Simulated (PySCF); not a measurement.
**State search for LiO**

Unrestricted PBE0; basis Li aug-cc-pVDZ, O aug-cc-pVDZ; no relativity; PySCF 2.14. Outer shells of the fragments: Li 2s1; O 2s2 2p4.

Followed along the bond (rough minima from three points):

```
2Ms+1   unpaired  ⟨S²⟩ at the start  R at minimum (Å)  Te (eV)
    2        π ↑               0.75              1.71     0.00
    2        σ ↑               0.75              1.62     0.38
    4  σ ↑, π ↑↑               3.75  none in the scan   ≤ 3.44
```

Solutions found at the starting distance of 1.885 Å, counted from the lowest of them; the search is not exhaustive and high or unbound solutions are not listed, so other states can lie among these:

```
2Ms+1   unpaired   term  E (eV)  ⟨S²⟩  ⟨Lz²⟩  μ (D)
    2        π ↑     ²Π    0.00  0.75   1.01  -7.28
    2        σ ↑    ²Σ⁺    0.53  0.75   0.00  -7.15
    4  σ ↑, π ↑↑    ⁴Σ⁻    3.40  3.75   0.00   2.82
    2  σ ↓, π ↑↑  mixed    3.45  1.75   0.00   3.20
    4  σ ↑↑, π ↑     ⁴Π    3.87  3.75   1.01   3.02
    2  σ ↑, π ↑↓  mixed    4.20  1.75   2.01   3.00
    4      π ↑↑↑     ⁴Π    4.78  3.75   1.00   0.93
    4  σ ↑, π ↑↑  mixed    5.25  3.75   2.00   1.03
    4  σ ↑, π ↑↑  mixed    5.36  3.75   2.00   1.28
```

A term symbol is given only where ⟨S²⟩ and ⟨Lz²⟩ are close to those of a pure state; real π, δ and φ orbitals otherwise mix terms. A positive dipole means Li(−)O(+).

**Question.** Compare the gap between the two lowest followed solutions at the starting distance with the gap between their minima.

**Answer.** At PBE0 the second solution (doublet, unpaired electrons σ ↑) lies +0.53 eV from the first (doublet, unpaired electrons π ↑) at 1.885 Å and +0.38 eV at the minima; the two curves relax by different amounts, since their minima lie near 1.62 and 1.71 Å.

Counting both spins, an empty level lies below a filled one in some of these solutions, because spin and occupation are held.
